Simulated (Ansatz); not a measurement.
Barrier height from H + H2 to the transition structure H3, without zero-point energy, on the benchmark's geometries as Psi4's copy of the set gives them.
Transition structure (charge 0, multiplicity 2, Z-matrix in Å and degrees):
```
H
H 1 0.9295
H 1 0.9295 2 180.00
```
Reactant (charge 0, multiplicity 1):
| atom | x (Å) | y (Å) | z (Å) |
|---|---|---|---|
| H | 0.0000 | 0.0000 | 0.0000 |
| H | 0.7419 | 0.0000 | 0.0000 |

Open shells are unrestricted; no spin–orbit coupling.

CBS(a, b) extrapolates the correlation energy as X⁻³ and adds the Hartree–Fock energy of set b.

The values were computed with Ansatz (Gaussian orbitals). 

PBE/def2-TZVPPD gives 0.155 eV for the barrier height.

Task: Where do these levels fall relative to PBE: r2SCAN/def2-TZVPPD, PBE0/def2-TZVPPD, wB97M-V/def2-TZVPPD, B2PLYP/def2-TZVPPD, MP2/CBS(aug-cc-pVTZ, aug-cc-pVQZ), CCSD(T)/CBS(aug-cc-pVTZ, aug-cc-pVQZ).

Result: r2SCAN/def2-TZVPPD -0.047; PBE0/def2-TZVPPD 0.088; wB97M-V/def2-TZVPPD 0.220; B2PLYP/def2-TZVPPD 0.154; MP2/CBS(aug-cc-pVTZ, aug-cc-pVQZ) 0.405; CCSD(T)/CBS(aug-cc-pVTZ, aug-cc-pVQZ) 0.262 eV. 5 of 6 lie above PBE; the widest gap is to MP2/CBS(aug-cc-pVTZ, aug-cc-pVQZ).

The set's own value is 9.6 kcal/mol (Zhao et al., J. Phys. Chem. A 109, 2012 (2005), HTBH38), an estimate for the real system.

Ansatz is a program for electronic structure.
